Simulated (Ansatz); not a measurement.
**NOF: ionisation energy by level of theory**

An exercise on one series of results from a longer session: the logs are not shown, and one member is left open.

Computed with Ansatz 0.2.0, Gaussian basis. Level: unrestricted cation, the program's frozen cores in correlated methods.

Levels to be run: UKS PBE-D4/def2-TZVPP; UKS r2SCAN-D4/def2-TZVPP; UKS PBE0-D4/def2-TZVPP; UKS B3LYP-D4/def2-TZVPP; UKS wB97X-V/def2-TZVPP; UKS wB97M-V/def2-TZVPP; UKS B2PLYP/def2-TZVPP; UHF-CCSD(T)/def2-TZVPP; UHF-CCSD(T)/def2-QZVPP; extrapolation to the limit; then −ε(HOMO) from the neutral's earlier runs with LDA (SPW92), PBE-D4, revPBE-D4, BLYP-D4, r2SCAN-D4, B97M-V, PBE0-D4, B3LYP-D4, r2SCANh-D4, r2SCAN0-D4, HSE06-D4, BHLYP-D4, CAM-B3LYP-D4, LC-ωPBE, ωB97X-V, ωB97M-V.

### Structure used throughout

The geometry comes from an earlier relaxation with PBE0-D4 in a triple-zeta def2 set; it is a stationary point.

SMILES `O=NF`, 3 atoms, charge 0, spin multiplicity 1.

Atoms are counted from 1 here; the program's logs count them from 0.

Bond lengths: O1–N2 1.127 Å, N2–F3 1.483 Å. Angles: O1–N2–F3 110.4°.

Coordinates:

```xyz
3
charge 0, multiplicity 1
O     0.8683    0.2430    0.5047
N     0.1489   -0.4825    0.0299
F    -1.0173    0.2396   -0.5347
```

Set-up of the first run:

in.yaml

```yaml
crystal:
  periodic: [false, false, false]
  atoms:
    - {symbol: O, position_ang: [0.868348, 0.242983, 0.504737]}
    - {symbol: N, position_ang: [0.148935, -0.482541, 0.029911]}
    - {symbol: F, position_ang: [-1.017293, 0.239567, -0.534657]}
basis:
  gaussian: {orbitals: def2-TZVPP}
total_charge: 1
magnetization: {spin_polarized: true, initial_magnetization: 1}
hamiltonian: {xc: pbe, dispersion: d4}
```

Started as:

```bash
$ ansatz run in.yaml --threads 2 --pin off --events-out ev --progress --plain --max-ram 32768MiB --backend cpu
```

Among the steps run: Cation, UKS PBE-D4/def2-TZVPP; Cation, UKS r2SCAN-D4/def2-TZVPP; Cation, UKS PBE0-D4/def2-TZVPP; Cation, UKS B3LYP-D4/def2-TZVPP; Cation, UKS wB97X-V/def2-TZVPP; Cation, UKS wB97M-V/def2-TZVPP; Cation, UKS B2PLYP (frozen core)/def2-TZVPP; Cation, UHF-CCSD(T)/def2-TZVPP; Cation, UHF-CCSD(T)/def2-QZVPP.

One of the session's tables, all rows but one given; the rest of the session is left out.

Orbital estimates, from the neutral's runs:

```
  functional  −ε(HOMO) (eV)
 LDA (SPW92)           8.32
      PBE-D4           8.10
   revPBE-D4           8.01
     BLYP-D4           8.06
   r2SCAN-D4           8.47
      B97M-V              ?
     PBE0-D4           9.77
    B3LYP-D4           9.57
  r2SCANh-D4           9.10
  r2SCAN0-D4          10.04
    HSE06-D4           9.36
    BHLYP-D4          11.45
CAM-B3LYP-D4          11.32
     LC-ωPBE          12.57
     ωB97X-V          12.23
     ωB97M-V          12.17
```

Estimate the missing values for B97M-V.

**Answer.** −ε(HOMO) (eV): 8.58. In the column «−ε(HOMO) (eV)» it lies between r2SCAN-D4 (8.47) and r2SCANh-D4 (9.10).
